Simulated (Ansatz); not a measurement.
**AlLiH₂ (singlet): the correlation ladder at distance Al1–H3 = 2.602 Å, 6-31G**

One table from this session's results is given with a row withheld; the runs are named, their logs left out.

Computed with Ansatz 0.2.0, Gaussian basis. Level: 6-31G, core rule «outside noble gas», up to 6 orbitals frozen.

The runs, in order: UHF; CCSD(T) on RHF; CCSD(T) on UHF; BCCD(T) on RHF; CISD; CCSDT(Q) on RHF; CCSDT(Q) on UHF; CISDTQ; CCSDTQ on RHF; CCSDTQ on UHF; CASSCF and MRCISD+Q, 2 electrons in 2 orbitals; CASSCF and NEVPT2, 2 electrons in 2 orbitals; Full CI.

52 further runs of the same task are left out: 33 for a known fault of the program, 12 that didn't finish, 7 set aside as unsound or not needed. Runs told in other sessions of the task aren't counted.

## The geometry

The geometry derives from a PBE0/def2-TZVP stationary point (not a proven minimum). One bond is set to the value named and the two fragments are kept rigid.

4 atoms, charge 0, spin multiplicity 1.

Atoms are counted from 1 here; the program's logs count them from 0.

Bond lengths: Al1–H4 1.618 Å.

Set-up of the first run:

File in.yaml:

```yaml
crystal:
  periodic: [false, false, false]
  atoms:
    - {symbol: Al, position_ang: [0.000000, -0.022311, 0.439981]}
    - {symbol: Li, position_ang: [0.000000, -0.022311, -2.198841]}
    - {symbol: H, position_ang: [0.000000, 2.081073, 1.971704]}
    - {symbol: H, position_ang: [0.000000, -1.330173, 1.392390]}
basis:
  gaussian: {orbitals: 6-31G}
magnetization: {spin_polarized: true, initial_magnetization: 0}
hamiltonian: {xc: hf}
output: {orbitals: {seedname: orbitals}}
```

The run is started by

```bash
$ ansatz run in.yaml --threads 1 --pin off --events-out ev --progress --plain --max-ram 2393MiB
```

Steps of the session up to this table: UHF; CCSD(T) on RHF; CCSD(T) on UHF; BCCD(T) on RHF; CISD; CCSDT(Q) on RHF; CCSDT(Q) on UHF; CISDTQ; CCSDTQ on RHF; CCSDTQ on UHF; CASSCF and MRCISD+Q, 2 electrons in 2 orbitals; CASSCF and NEVPT2, 2 electrons in 2 orbitals; Full CI.

One table of the session follows, with a row left open; its other results are not shown here.

It belongs to the step «Misses and costs». 

```
       method  from FCI (kcal/mol)
          RHF               +49.49
          UHF               +45.84
         RMP2                    ?
         CISD                +4.53
        RCCSD                +1.76
     RCCSD(T)                +0.59
      BCCD(T)                +0.60
       RCCSDT                +0.11
       CISDTQ                +0.12
    RCCSDT(Q)                +0.03
      RCCSDTQ                 0.00
  CASSCF pair               +29.85
  NEVPT2 pair               +10.24
  MRCISD pair                +1.45
MRCISD+Q pair                -0.24
          FCI                    0
```

Estimate the missing values for RMP2.

As computed: from FCI (kcal/mol): +19.12. In the column «from FCI (kcal/mol)» it lies between NEVPT2 pair (+10.24) and CASSCF pair (+29.85).

Not comparable, so not listed: CCSD(T) on UHF; CCSDTQ on UHF (they don't share determinant, frozen orbitals or solution with the rows shown, or repeat one).

To keep in mind: MRCISD+Q pair falls below full CI: the +Q correction isn't variational, and the cores differ from full CI's.
